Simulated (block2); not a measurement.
**BNH3F (SMILES NBF): a chain of runs**

Wanted: a single-point energy (singlet BNH3F, DMRG-CASCI(9 orbitals)/def2-SVP), then a single-point energy (doublet BNH3F+, DMRG-CASCI(9 orbitals)/def2-SVP), then the energy (singlet BNH3F, DMRG-CASCI(9 orbitals)/def2-SVP) of BFH3N. The job is set up through a Python script.

The calculation is run with block2 0.5.4.

1 further run of the same task is left out (set aside as unsound or not needed).

## 1. Starting point

The species is BNH3F (6 atoms), meant as a singlet with charge 0. As SMILES, `NBF`. The coordinates come from a PBE0-D4/def2-TZVP relaxation.

Bond lengths: N1–B2 1.389 Å, B2–F3 1.337 Å, N1–H4 1.004 Å, N1–H5 1.006 Å, B2–H6 1.196 Å. Angles: N1–B2–F3 119.2°, N1–B2–H6 121.8°, F3–B2–H6 119.0°, B2–N1–H4 122.4°, B2–N1–H5 122.9°, H4–N1–H5 114.6°.

## 2. A single-point energy at DMRG-CASCI(9 orbitals)/def2-SVP (reverse schedule (90, 75, 60, 45), start occupation bias 0.3) (run 1)

run_dmrg.py reads:

```python
import numpy as np
from pyscf import cc, gto, mcscf, scf
from pyblock2._pyscf.ao2mo import integrals as itg
from pyblock2.driver.core import DMRGDriver, SymmetryTypes
from scipy.stats import linregress

geom = [
    ("N", (-0.426400, 0.101100, -0.582100)),
    ("B", (0.415700, -0.151700, 0.493800)),
    ("F", (0.446700, 0.710400, 1.515900)),
    ("H", (-0.487800, -0.513300, -1.373400)),
    ("H", (-1.022000, 0.910700, -0.632200)),
    ("H", (1.115700, -1.121200, 0.531800)),
]
mol = gto.M(
    atom=geom,
    basis="def2-svp",
    verbose=3,
)
print("nao                     : %d" % (mol.nao))
mf = scf.RHF(mol)
mf.conv_tol = 1e-10
mf.max_cycle = 200
mf.kernel()
if not mf.converged:
    mf = mf.newton().run(mf.mo_coeff, mf.mo_occ)
print("reference energy        : %.10f" % (mf.e_tot))
occ_no, mo = mcscf.addons.make_natural_orbitals(cc.CCSD(mf, frozen=3).run())
mf.mo_coeff = mo
ncas, n_elec, spin, ecore, h1e, g2e, orb_sym = itg.get_rhf_integrals(mf, ncore=7, ncas=9, pg_symm=False, g2e_symm=1)
drv = DMRGDriver(scratch="./tmp", symm_type=SymmetryTypes.SU2, stack_mem=1500 << 20, n_threads=1)
idx = drv.orbital_reordering(h1e, g2e, method="gaopt")
print("orbital order:", idx.tolist())
h1e = h1e[np.ix_(idx, idx)]
g2e = g2e[np.ix_(idx, idx, idx, idx)]
orb_sym = np.array(orb_sym)[idx]
drv.initialize_system(n_sites=ncas, n_elec=n_elec, spin=spin, orb_sym=orb_sym)
mpo = drv.get_qc_mpo(h1e=h1e, g2e=g2e, ecore=ecore, iprint=0)
occs = np.array([1.7] * 5 + [0.3] * 4)[idx]
mps = drv.get_random_mps(tag="GS", bond_dim=50, nroots=1, occs=occs)
bond_dims = [50] * 2 + [100] * 4
noises = [0.0001] * 2 + [1e-05] * 4 + [0]
thrds = [1e-08] * 6
e = drv.dmrg(mpo, mps, n_sweeps=12, tol=1e-06, bond_dims=bond_dims, noises=noises, thrds=thrds, iprint=1)
ms, dws, es = drv.get_dmrg_results()
print("DW                      : %.3e" % (dws[-1]))
print("final energy            : %.10f" % (e))
dm1 = drv.get_1pdm(mps)
print("NOONs                   :", np.round(np.linalg.eigvalsh(dm1)[::-1], 5).tolist())
c_act = mf.mo_coeff[:, 7:16][:, idx]
dm_ao = c_act @ dm1 @ c_act.T + 2 * mf.mo_coeff[:, :7] @ mf.mo_coeff[:, :7].T
print("dipole / D              :", np.round(scf.hf.dip_moment(mol, dm_ao, verbose=0), 4).tolist())
print("max block entropy       : %.4f" % (max(drv.get_bipartite_entanglement(mps))))
mps = drv.adjust_mps(mps, dot=2)[0]
back = [90, 75, 60, 45]
drv.dmrg(mpo, mps, n_sweeps=4 * len(back), tol=0, bond_dims=[m for m in back for _ in range(4)], noises=[0] * (4 * len(back)), thrds=[1e-9] * (4 * len(back)), iprint=1)
ms, dws, es = drv.get_dmrg_results()
ms, dws, es = ms[3::4], dws[3::4], np.array(es)[3::4, 0]
fit = linregress(dws, es)
print("bond dimensions         :", np.round(ms, 1).tolist())
print("DW(M)                   :", np.round(dws, 12).tolist())
print("energies at each M      :", np.round(es, 9).tolist())
print(f"extrapolated energy     : {fit.intercept:.8f}")
print("extrapolation error     : %.3e" % (abs(fit.intercept - es.min()) / 5))
ci = mcscf.CASCI(mf, 9, (5, 5))
ci.fix_spin_(ss=0)
ci.fcisolver.conv_tol = 1e-10
ci.fcisolver.max_cycle = 200
ci.kernel()
print(f"FCI energy              : {ci.e_tot:.10f}")
```

Command:

```bash
$ python run_dmrg.py
```

What it wrote:

```text
nao                     : 57
converged SCF energy = -180.285579685283
reference energy        : -180.2855796853
E(CCSD) = -180.7487566759206  E_corr = -0.4631769906372803
orbital order: [3, 1, 0, 6, 7, 2, 8, 5, 4]

Sweep =    0 | Direction =  forward | Bond dimension =   50 | Noise =  1.00e-04 | Dav threshold =  1.00e-08
Time elapsed =      0.142 | E =    -180.3245292545 | DW = 1.15985e-07

Sweep =    1 | Direction = backward | Bond dimension =   50 | Noise =  1.00e-04 | Dav threshold =  1.00e-08
Time elapsed =      0.314 | E =    -180.3260877318 | DE = -1.56e-03 | DW = 8.56125e-07

Sweep =    2 | Direction =  forward | Bond dimension =  100 | Noise =  1.00e-05 | Dav threshold =  1.00e-08
Time elapsed =      0.584 | E =    -180.3261004410 | DE = -1.27e-05 | DW = 3.07742e-09

Sweep =    3 | Direction = backward | Bond dimension =  100 | Noise =  1.00e-05 | Dav threshold =  1.00e-08
Time elapsed =      0.881 | E =    -180.3261004521 | DE = -1.12e-08 | DW = 1.03270e-08

[... 10 lines left out ...]
final energy            : -180.3261004346
[... 1 line left out ...]
dipole / D              : [-1.2467, -0.253, -2.2995]
[... 35 lines left out ...]
Sweep =   11 | Direction =  forward | Bond dimension =   60 | Noise =  0.00e+00 | Dav threshold =  1.00e-09
Time elapsed =      2.591 | E =    -180.3261004014 | DE = -2.12e-12 | DW = 1.52345e-07

Sweep =   12 | Direction = backward | Bond dimension =   45 | Noise =  0.00e+00 | Dav threshold =  1.00e-09
Time elapsed =      2.754 | E =    -180.3260997984 | DE = 6.03e-07 | DW = 9.61186e-07

Sweep =   13 | Direction =  forward | Bond dimension =   45 | Noise =  0.00e+00 | Dav threshold =  1.00e-09
Time elapsed =      2.910 | E =    -180.3260993454 | DE = 4.53e-07 | DW = 9.61190e-07

Sweep =   14 | Direction = backward | Bond dimension =   45 | Noise =  0.00e+00 | Dav threshold =  1.00e-09
Time elapsed =      3.060 | E =    -180.3260992901 | DE = 5.53e-08 | DW = 9.29439e-07

Sweep =   15 | Direction =  forward | Bond dimension =   45 | Noise =  0.00e+00 | Dav threshold =  1.00e-09
Time elapsed =      3.215 | E =    -180.3260992901 | DE = -1.29e-11 | DW = 9.29448e-07

bond dimensions         : [90, 75, 60, 45]
DW(M)                   : [1.88e-09, 1.3491e-08, 1.52345e-07, 9.29448e-07]
energies at each M      : [-180.326100452, -180.326100452, -180.326100401, -180.32609929]
extrapolated energy     : -180.32610050
extrapolation error     : 1.001e-08
CASCI E = -180.326100452266  E(CI) = -23.0522771446158  S^2 = 0.0000000
FCI energy              : -180.3261004523
```

It took 12 s on 1 thread of Arm Neoverse V2, shared host; peak memory 0.28 GiB.

## 3. The doublet cation: the energy at DMRG-CASCI(9 orbitals)/def2-SVP (start occupation bias 0.2) (run 2)

dmrg.py reads:

```python
import numpy as np
from pyscf import cc, gto, mcscf, scf
from pyblock2._pyscf.ao2mo import integrals as itg
from pyblock2.driver.core import DMRGDriver, SymmetryTypes

geom = """
N     -0.426400     0.101100    -0.582100
B      0.415700    -0.151700     0.493800
F      0.446700     0.710400     1.515900
H     -0.487800    -0.513300    -1.373400
H     -1.022000     0.910700    -0.632200
H      1.115700    -1.121200     0.531800
"""
mol = gto.M(
    atom=geom,
    basis="def2-svp",
    charge=1,
    spin=1,
    verbose=4,
)
print("basis functions = %d" % (mol.nao))
mf = scf.ROHF(mol)
mf.conv_tol = 1e-10
mf.max_cycle = 200
mf.kernel()
if not mf.converged:
    mf = mf.newton().run(mf.mo_coeff, mf.mo_occ)
print(f"E(SCF) = {mf.e_tot:.10f}")
occ_no, mo = mcscf.addons.make_natural_orbitals(cc.CCSD(mf.to_uhf(), frozen=3).run())
mf.mo_coeff = mo
ncas, n_elec, spin, ecore, h1e, g2e, orb_sym = itg.get_rhf_integrals(mf, ncore=7, ncas=9, pg_symm=False, g2e_symm=1)
drv = DMRGDriver(scratch="./tmp", symm_type=SymmetryTypes.SU2, stack_mem=1500 << 20, n_threads=1)
idx = drv.orbital_reordering(h1e, g2e, method="gaopt")
print("orbital order:", idx.tolist())
h1e = h1e[np.ix_(idx, idx)]
g2e = g2e[np.ix_(idx, idx, idx, idx)]
orb_sym = np.array(orb_sym)[idx]
drv.initialize_system(n_sites=ncas, n_elec=n_elec, spin=spin, orb_sym=orb_sym)
mpo = drv.get_qc_mpo(h1e=h1e, g2e=g2e, ecore=ecore, iprint=1)
occs = np.array([1.8] * 4 + [1.0] * 1 + [0.2] * 4)[idx]
mps = drv.get_random_mps(tag="GS", bond_dim=50, nroots=1, occs=occs)
bond_dims = [50] * 3 + [75] * 2 + [100] * 4
noises = [0.0001] * 3 + [0.0001] * 2 + [1e-05] * 4 + [0]
thrds = [1e-07] * 9
e = drv.dmrg(mpo, mps, n_sweeps=15, tol=1e-06, bond_dims=bond_dims, noises=noises, thrds=thrds, iprint=1)
ms, dws, es = drv.get_dmrg_results()
print("max discarded weight = %.3e" % (dws[-1]))
print("E(final) = %.10f" % (e))
dm1 = drv.get_1pdm(mps)
print("NOONs =", np.round(np.linalg.eigvalsh(dm1)[::-1], 5).tolist())
c_act = mf.mo_coeff[:, 7:16][:, idx]
dm_ao = c_act @ dm1 @ c_act.T + 2 * mf.mo_coeff[:, :7] @ mf.mo_coeff[:, :7].T
print("dipole / D =", np.round(scf.hf.dip_moment(mol, dm_ao, verbose=0), 4).tolist())
print(f"largest bipartite entropy = {max(drv.get_bipartite_entanglement(mps)):.4f}")
ci = mcscf.CASCI(mf, 9, (5, 4))
ci.fix_spin_(ss=0.75)
ci.fcisolver.conv_tol = 1e-10
ci.fcisolver.max_cycle = 200
ci.kernel()
print("FCI energy = %.10f" % (ci.e_tot))
```

Command:

```bash
$ python dmrg.py
```

What it wrote:

```text
[INPUT] verbose = 4
[... 68 lines left out ...]
converged SCF energy = -179.917886180784
[... 14 lines left out ...]
Init t2, MP2 energy = -0.397059586371056
[... 16 lines left out ...]
UCCSD converged
[... 16 lines left out ...]
integral symmetrize error =  0.0
integral cutoff error =  0.0
[... 38 lines left out ...]
Sweep =    7 | Direction = backward | Bond dimension =  100 | Noise =  1.00e-05 | Dav threshold =  1.00e-07
Time elapsed =      2.033 | E =    -179.9559939177 | DE = 2.23e-10 | DW = 4.55033e-09

Sweep =    8 | Direction =  forward | Bond dimension =  100 | Noise =  1.00e-05 | Dav threshold =  1.00e-07
Time elapsed =      2.381 | E =    -179.9559939014 | DE = 1.63e-08 | DW = 1.94054e-08

Sweep =    9 | Direction = backward | Bond dimension =  100 | Noise =  0.00e+00 | Dav threshold =  1.00e-07
Time elapsed =      2.688 | E =    -179.9559939164 | DE = -1.49e-08 | DW = 2.76662e-09

max discarded weight = 2.767e-09
E(final) = -179.9559939164
NOONs = [1.9974, 1.99377, 1.98946, 1.97997, 1.00136, 0.01853, 0.01082, 0.00641, 0.00228]
dipole / D = [-2.0513, -0.0485, -3.4027]
largest bipartite entropy = 0.0862

******** <class 'pyscf.mcscf.casci.CASCI'> ********
CAS (5e+4e, 9o), ncore = 7, nvir = 41
natorb = False
canonicalization = True
sorting_mo_energy = False
max_memory 1800 MB (current use 328 MB)
******** <class 'pyscf.fci.addons.SpinPenaltyFCISolver'> ********
max. cycles = 200
conv_tol = 1e-10
davidson only = True
linear dependence = 1e-12
level shift = 0.001
max iter space = 12
max_memory 1800 MB
nroots = 1
pspace_size = 400
spin = None
Density matrix diagonal elements [1.99256826 1.97918929 1.99208717 1.99579503 1.00211058 0.01856582
 0.00713883 0.00476812 0.00777689]
CASCI converged
CASCI E = -179.955993930716  E(CI) = -21.8788378188445  S^2 = 0.7500000
FCI energy = -179.9559939307
```

Run time: 25 s. Hardware: 1 thread of Arm Neoverse V2, shared host; peak memory 0.46 GiB.

## 4. The distorted shape: the energy at DMRG-CASCI(9 orbitals)/def2-SVP (run 3)

dmrg.py reads:

```python
import numpy as np
from pyscf import cc, gto, mcscf, scf
from pyblock2._pyscf.ao2mo import integrals as itg
from pyblock2.driver.core import DMRGDriver, SymmetryTypes

geom = """
N
B 1 1.389461
F 2 1.7387 1 119.24288
H 1 1.0037 2 122.42334 3 -179.98
H 1 1.006331 4 114.64607 2 -179.99153
H 2 1.196401 1 121.77802 4 0.02472
"""
mol = gto.M(
    atom=geom,
    basis="def2-svp",
    verbose=3,
    max_memory=2000,
)
print("basis functions               : %d" % (mol.nao))
mf = scf.RHF(mol)
mf.conv_tol = 1e-10
mf.max_cycle = 200
mf.kernel()
if not mf.converged:
    mf = mf.newton().run(mf.mo_coeff, mf.mo_occ)
print(f"E(HF)                         : {mf.e_tot:.10f}")
occ_no, mo = mcscf.addons.make_natural_orbitals(cc.CCSD(mf, frozen=3).run())
mf.mo_coeff = mo
ncas, n_elec, spin, ecore, h1e, g2e, orb_sym = itg.get_rhf_integrals(mf, ncore=7, ncas=9, pg_symm=False, g2e_symm=1)
drv = DMRGDriver(scratch="./tmp", symm_type=SymmetryTypes.SU2, stack_mem=1500 << 20, n_threads=1)
idx = drv.orbital_reordering(h1e, g2e, method="fiedler")
print("orbital order:", idx.tolist())
h1e = h1e[np.ix_(idx, idx)]
g2e = g2e[np.ix_(idx, idx, idx, idx)]
orb_sym = np.array(orb_sym)[idx]
drv.initialize_system(n_sites=ncas, n_elec=n_elec, spin=spin, orb_sym=orb_sym)
mpo = drv.get_qc_mpo(h1e=h1e, g2e=g2e, ecore=ecore, iprint=0)
mps = drv.get_random_mps(tag="GS", bond_dim=50, nroots=1)
bond_dims = [50] * 3 + [100] * 3
noises = [0.0001] * 3 + [1e-05] * 3 + [0]
thrds = [1e-08] * 6
e = drv.dmrg(mpo, mps, n_sweeps=12, tol=1e-06, bond_dims=bond_dims, noises=noises, thrds=thrds, iprint=2)
ms, dws, es = drv.get_dmrg_results()
print("DW                            : %.3e" % (dws[-1]))
print(f"final energy                  : {e:.10f}")
dm1 = drv.get_1pdm(mps)
print("natural occupations           :", np.round(np.linalg.eigvalsh(dm1)[::-1], 5).tolist())
c_act = mf.mo_coeff[:, 7:16][:, idx]
dm_ao = c_act @ dm1 @ c_act.T + 2 * mf.mo_coeff[:, :7] @ mf.mo_coeff[:, :7].T
print("dipole / D                    :", np.round(scf.hf.dip_moment(mol, dm_ao, verbose=0), 4).tolist())
print(f"max block entropy             : {max(drv.get_bipartite_entanglement(mps)):.4f}")
csf, coef = drv.get_csf_coefficients(mps, cutoff=0.1, iprint=1)
print("c0^2                          : %.4f" % (np.max(np.abs(coef)) ** 2))
ci = mcscf.CASCI(mf, 9, (5, 5))
ci.fix_spin_(ss=0)
ci.fcisolver.conv_tol = 1e-10
ci.fcisolver.max_cycle = 200
ci.kernel()
print(f"exact diagonalisation         : {ci.e_tot:.10f}")
```

Command:

```bash
$ python dmrg.py
```

What it wrote:

```text
basis functions               : 57
converged SCF energy = -180.217828014061
E(HF)                         : -180.2178280141
E(CCSD) = -180.6884249346846  E_corr = -0.470596920623666
orbital order: [4, 6, 8, 7, 2, 0, 1, 5, 3]
Environment initialization | Nsites =     9 | Center =     0
 INIT-R <-- Site =    6 ..  Bmem =   200 B Rmem =   200 B T = 0.00
 INIT-R <-- Site =    5 ..  Bmem = 4.94 KB Rmem = 4.94 KB T = 0.00
 INIT-R <-- Site =    4 ..  Bmem = 74.0 KB Rmem = 74.0 KB T = 0.00
 INIT-R <-- Site =    3 ..  Bmem = 1.18 MB Rmem =  213 KB T = 0.01
 INIT-R <-- Site =    2 ..  Bmem = 2.55 MB Rmem =  230 KB T = 0.04
 INIT-R <-- Site =    1 ..  Bmem = 1.96 MB Rmem =  166 KB T = 0.02
 INIT-R <-- Site =    0 ..  Bmem = 1.42 MB Rmem = 92.9 KB T = 0.02
Time init sweep =        0.087 | MaxBmem = 2.55 MB | MaxRmem =  230 KB
 | Tread = 0.000 | Twrite = 0.002 | Tfpread = 0.000 | Tfpwrite = 0.001 | data = 781 KB | cpsd = 623 KB | Tasync = 0.000

[... 6 lines left out ...]
 --> Site =    5-   6 .. Mmps =   50 Ndav =   2 E =   -180.2708861686 Error = 4.29e-08 FLOPS = 1.85e+09 Tdav = 0.00 T = 0.02
[... 18 lines left out ...]
 <-- Site =    0-   1 .. Mmps =   22 Ndav =   1 E =   -180.2708930366 Error = 2.44e-21 FLOPS = 2.87e+08 Tdav = 0.00 T = 0.01
[... 27 lines left out ...]
 <-- Site =    6-   7 .. Mmps =   10 Ndav =   1 E =   -180.2708920624 Error = 0.00e+00 FLOPS = 8.21e+08 Tdav = 0.00 T = 0.01
[... 18 lines left out ...]
 --> Site =    3-   4 .. Mmps =  100 Ndav =   2 E =   -180.2708946579 Error = 1.01e-09 FLOPS = 3.36e+09 Tdav = 0.02 T = 0.09
[... 18 lines left out ...]
 <-- Site =    2-   3 .. Mmps =  100 Ndav =   1 E =   -180.2708946788 Error = 3.64e-11 FLOPS = 1.88e+09 Tdav = 0.00 T = 0.04
[... 13 lines left out ...]
 --> Site =    2-   3 .. Mmps =   35 Ndav =   1 E =   -180.2708946788 Error = 0.00e+00 FLOPS = 1.87e+09 Tdav = 0.00 T = 0.03
 --> Site =    3-   4 .. Mmps =   97 Ndav =   1 E =   -180.2708946788 Error = 9.12e-22 FLOPS = 3.22e+09 Tdav = 0.01 T = 0.09
 --> Site =    4-   5 .. Mmps =  100 Ndav =   1 E =   -180.2708946788 Error = 2.46e-15 FLOPS = 3.00e+09 Tdav = 0.01 T = 0.09
 --> Site =    5-   6 .. Mmps =   97 Ndav =   1 E =   -180.2708946788 Error = 5.06e-20 FLOPS = 2.05e+09 Tdav = 0.00 T = 0.04
 --> Site =    6-   7 .. Mmps =   66 Ndav =   1 E =   -180.2708946788 Error = 7.91e-20 FLOPS = 1.29e+09 Tdav = 0.00 T = 0.03
 --> Site =    7-   8 .. Mmps =   33 Ndav =   1 E =   -180.2708946788 Error = 1.26e-20 FLOPS = 4.57e+08 Tdav = 0.00 T = 0.01
[... 8 lines left out ...]
DW                            : 2.462e-15
final energy                  : -180.2708946788
natural occupations           : [1.99862, 1.99717, 1.98686, 1.98029, 1.96759, 0.0334, 0.01979, 0.01386, 0.00241]
dipole / D                    : [-3.672, -0.0002, -2.3713]
max block entropy             : 0.0910
mps center changed (temporarily)
DTRIE T =      0.001
Number of CSF =          2 (cutoff =       0.1)
Sum of weights of included CSF =    0.979542775408286

CSF          0 200022202  =    0.982672981839751
CSF          1 200022220  =   -0.117883782474339
c0^2                          : 0.9656
CASCI E = -180.270894682826  E(CI) = -22.4855266002832  S^2 = 0.0000000
exact diagonalisation         : -180.2708946828
```

Wall time 8.4 s (1 thread of Arm Neoverse V2, shared host); peak memory 0.25 GiB.

## 5. Summary of results

```
                                                                                       quantity          value
                                           run 1, DMRG-CASCI(9 orbitals)/def2-SVP: total energy  -180.32610 Eh
run 1, DMRG-CASCI(9 orbitals)/def2-SVP: dipole moment (of the density that the program reports)         2.63 D
                                                                   doublet cation: total energy  -179.95599 Eh
                                                                  distorted shape: total energy  -180.27089 Eh
                       distorted shape: dipole moment (of the density that the program reports)         4.37 D
```
